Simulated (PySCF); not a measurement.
Gas-phase reaction: 2 (CH3)3SiH ⇌ 2 CH3SiH2 + C4H10 (isobutane)

Computed with PySCF and rigid-rotor harmonic-oscillator thermochemistry at 1 bar. † marks an energy on the PBE0/def2-TZVP geometry and frequencies; other levels use their own. MP2 and CCSD(T) freeze the core. Open shells (unrestricted): CH3SiH2 (multiplicity 2); the rest are closed-shell singlets. CH3SiH2: computed as isolated molecules; such fragments, hydroxides, amides, oligomers or adducts are transient or little studied in the gas. MP2 isn't extrapolated to the basis-set limit; its ΔH°(298 K) is 396.3 kJ in def2-SVP and 450.3 kJ in def2-TZVPP. CCSD(T) isn't extrapolated to the basis-set limit. The harmonic model lacks anharmonicity and excited electronic states, which grow with temperature; levels with a mode under 35 cm⁻¹ are left out. Internal rotation in (CH3)3SiH, CH3SiH2, C4H10 (isobutane) is treated as a harmonic vibration of one conformer, which makes the entropy rough.

| level | ΔE electronic, kJ | ΔH°(298 K), kJ | ΔS°(298 K), J/K | ΔG°(2500 K), kJ |
|---|---|---|---|---|
| CCSD(T)/def2-SVP† | 392 | 383 | 166 | 27 |
| M06-2X/def2-TZVP† | 446 | 437 | 166 | 80 |
| MP2/def2-TZVPP† | 459 | 450 | 166 | 94 |
| PBE0/def2-TZVP | 433 | 424 | 166 | 68 |
| r2SCAN/def2-TZVP† | 437 | 428 | 166 | 72 |
| ωB97M-V/def2-TZVP† | 474 | 464 | 166 | 108 |
ΔH° is lowest at CCSD(T)/def2-SVP† and highest at ωB97M-V/def2-TZVP†. No reference value is set beside these.
